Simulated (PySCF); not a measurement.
How far are cheaper levels from CCSD(T)/CBS for F₂⁺?

PySCF; the state is a doublet (π ↑). The composite is CCSD(T) extrapolated to the basis-set limit from two correlation-consistent sets, with core-valence (CV) and scalar-relativistic (SR) terms as its label shows; it has no spin–orbit coupling and nothing beyond (T). Here it is CCSD(T)/CBS(TQ)+CV+SR. It gives Re = 1.304 Å, ωe = 1128 cm⁻¹ and De = 3.31 eV to F⁺ + F.

```json
{"level": "UHF-MP2", "basis": "def2-TZVPPD", "relativity": "no relativity", "Re (Å)": "1.351", "ωe (cm⁻¹)": "880", "De (eV)": "3.70"}
{"level": "UHF-CCSD", "basis": "def2-TZVPPD", "relativity": "no relativity", "Re (Å)": "1.289", "ωe (cm⁻¹)": "1222", "De (eV)": "2.72"}
{"level": "UHF-CCSD(T)", "basis": "jorge-DZP-DKH", "relativity": "spin-free X2C", "Re (Å)": "1.343", "ωe (cm⁻¹)": "984", "De (eV)": "2.41"}
{"level": "PBE", "basis": "pcseg-1", "relativity": "no relativity", "Re (Å)": "1.335", "ωe (cm⁻¹)": "1081", "De (eV)": "4.56"}
{"level": "r²SCAN", "basis": "pcseg-1", "relativity": "no relativity", "Re (Å)": "1.317", "ωe (cm⁻¹)": "1135", "De (eV)": "3.55"}
{"level": "PBE0", "basis": "jorge-DZP-DKH", "relativity": "spin-free X2C", "Re (Å)": "1.286", "ωe (cm⁻¹)": "1231", "De (eV)": "3.15"}
{"level": "MN15", "basis": "pcseg-1", "relativity": "no relativity", "Re (Å)": "1.284", "ωe (cm⁻¹)": "1256", "De (eV)": "3.23"}
{"level": "BHandHLYP", "basis": "6-311G(d,p)", "relativity": "no relativity", "Re (Å)": "1.254", "ωe (cm⁻¹)": "1359", "De (eV)": "1.86"}
{"level": "ωB97M-V", "basis": "def2-TZVPPD", "relativity": "no relativity", "Re (Å)": "1.278", "ωe (cm⁻¹)": "1309", "De (eV)": "3.54"}
{"level": "B2PLYP", "basis": "pcseg-1", "relativity": "no relativity", "Re (Å)": "1.350", "ωe (cm⁻¹)": "953", "De (eV)": "3.19"}
```

Give the difference of each row from the composite.



```json
{"level": "UHF-MP2", "basis": "def2-TZVPPD", "ΔRe (pm)": "+4.7", "Δωe (%)": "-22.0", "ΔDe (eV)": "+0.39"}
{"level": "UHF-CCSD", "basis": "def2-TZVPPD", "ΔRe (pm)": "-1.5", "Δωe (%)": "+8.3", "ΔDe (eV)": "-0.59"}
{"level": "UHF-CCSD(T)", "basis": "jorge-DZP-DKH", "ΔRe (pm)": "+3.9", "Δωe (%)": "-12.8", "ΔDe (eV)": "-0.90"}
{"level": "PBE", "basis": "pcseg-1", "ΔRe (pm)": "+3.1", "Δωe (%)": "-4.2", "ΔDe (eV)": "+1.25"}
{"level": "r²SCAN", "basis": "pcseg-1", "ΔRe (pm)": "+1.3", "Δωe (%)": "+0.6", "ΔDe (eV)": "+0.24"}
{"level": "PBE0", "basis": "jorge-DZP-DKH", "ΔRe (pm)": "-1.8", "Δωe (%)": "+9.1", "ΔDe (eV)": "-0.16"}
{"level": "MN15", "basis": "pcseg-1", "ΔRe (pm)": "-2.0", "Δωe (%)": "+11.3", "ΔDe (eV)": "-0.08"}
{"level": "BHandHLYP", "basis": "6-311G(d,p)", "ΔRe (pm)": "-5.0", "Δωe (%)": "+20.5", "ΔDe (eV)": "-1.45"}
{"level": "ωB97M-V", "basis": "def2-TZVPPD", "ΔRe (pm)": "-2.6", "Δωe (%)": "+16.0", "ΔDe (eV)": "+0.23"}
{"level": "B2PLYP", "basis": "pcseg-1", "ΔRe (pm)": "+4.6", "Δωe (%)": "-15.5", "ΔDe (eV)": "-0.12"}
```

Which rows come closest in De?

MN15 in pcseg-1 (-0.08 eV), counted from the composite.

Correlated steps freeze 2 core orbitals. Correlated levels converge slowly with the basis: in double zeta they bind strong bonds too weakly, by up to about 1 eV, and carry superposition errors of some tenths. B2PLYP dipoles, levels and charges come from its SCF part alone. The state is the lowest determinant that a PBE0 search found; another state may lie lower at other levels.
